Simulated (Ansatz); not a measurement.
Body-centred tetragonal In, treated with RPBE in Ansatz (plane waves, PAW).

Settings: plane-wave cutoff 520 eV, 24×24×24 k mesh, Fermi–Dirac smearing 0.05 eV, scalar-relativistic PAW data made under PBE.

Computed at the level's own relaxed cell.

Task: Give the computed bulk modulus B0, c axis length and pressure derivative B′ of the bulk modulus.

Result: 
bulk modulus B0: 29.9 GPa
c axis length: 5.102 Å
pressure derivative B′ of the bulk modulus: 5.6

The run finds no gap.

Measured, for comparison: bulk modulus 44.7 GPa (copied from a table, unchecked, extrapolated to 0 K and zero-point effects removed; as tabulated in Lejaeghere et al. (2013), arXiv:1204.2733); lattice parameter c 4.947 Å (293 K, not corrected to a static lattice; as tabulated in Wikipedia's data pages). Computed (rounded) less measured: bulk modulus not scored (unchecked), lattice parameter c +3.1 %.

Note: the cell is over a tenth larger than the published one: the level's own overestimate first of all, though another phase or state, or a fault of the published cell, is possible; the bulk modulus comes from volumes at which shape and atoms were relaxed.

Spin–orbit coupling is not included.

Static lattice: no zero-point or thermal effects.

Ansatz is an electronic-structure program.
